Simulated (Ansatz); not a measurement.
Basis-set extrapolation for C5H6 (`C=C1C=C1C`) (PBE0-D4/def2-TZVP geometry, frozen core, the Gaussian-basis code of Ansatz). Multiplicity 1, RHF reference.

|  | def2-TZVPP | def2-QZVPP |
| --- | --- | --- |
| HF | -192.791241 | -192.799702 |
| MP2 correlation | -0.794273 | -0.845023 |
| CCSD(T) correlation | -0.867358 | not run |

Energies in hartree. Use E(X) = E(∞) + A·exp(−7.88·√X) for Hartree–Fock and E(X) = E(∞) + B·X^(−2.97) for correlation, with X = 3 and 4, and add CCSD(T) minus MP2 of the smaller set to the MP2 limit.

Question: What is the CCSD(T) energy at the basis-set limit?

Answer: HF limit: -192.799702 + (-0.008461) × 0.13774 = -192.80087. MP2 limit: -0.845023 + (-0.050750) × 0.74074 = -0.88262. Higher-order term: -0.867358 − (-0.794273) = -0.07308. Total: -193.75657 hartree, 2.67 eV below CCSD(T)/def2-TZVPP.
